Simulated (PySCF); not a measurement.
System (SMILES): [Si](F)(F)(F)F.
Geometry (B3LYP-D3(BJ)/def2-TZVP, fixed):
```
Si
F 1 1.5673
F 1 1.5673 2 109.47
F 1 1.5673 2 109.47 3 -120.00
F 1 1.5673 2 109.47 4 -120.00
```

Basis-set convergence of the lowest singlet excitation energy at PBE with PySCF. Tamm-Dancoff approximation; the state is taken by its order, and sets in which it differs in degeneracy or brightness are left out, yet its character can still change. All functions are spherical. Density fitting with generated auxiliary sets. No added dispersion term, no relativity. Reference: the value in aug-pcseg-2, 9.468 eV, itself unsure by roughly 0.004 eV (its distance from aug-cc-pV(T+d)Z). Deviations are taken from unrounded values.

```json
[
 {"basis": "cc-pV(D+d)Z", "functions": "79"},
 {"basis": "aug-cc-pV(D+d)Z", "functions": "124"},
 {"basis": "cc-pV(T+d)Z", "functions": "159"},
 {"basis": "jun-cc-pV(T+d)Z", "functions": "204"},
 {"basis": "aug-cc-pV(T+d)Z", "functions": "239"},
 {"basis": "cc-pV(Q+d)Z", "functions": "284"}
]
```

**Question.** Which is the smallest correlation-consistent set listed that can be trusted to 0.2 eV here, that is, within that of the reference together with its larger relatives (same family, alike in diffuse functions; a set with none to test it counts only in the reference's own line)?

**Answer.** The smallest set listed that lies within 0.2 eV of the reference with all its larger relatives (same family, alike in diffuse functions; a set with none counts only in the reference's own line) is aug-cc-pV(D+d)Z (124 functions, -0.073 eV off). Value minus reference: cc-pV(D+d)Z 0.565, aug-cc-pV(D+d)Z -0.073, cc-pV(T+d)Z 0.627, jun-cc-pV(T+d)Z 0.004, aug-cc-pV(T+d)Z -0.004, cc-pV(Q+d)Z 0.474 eV.
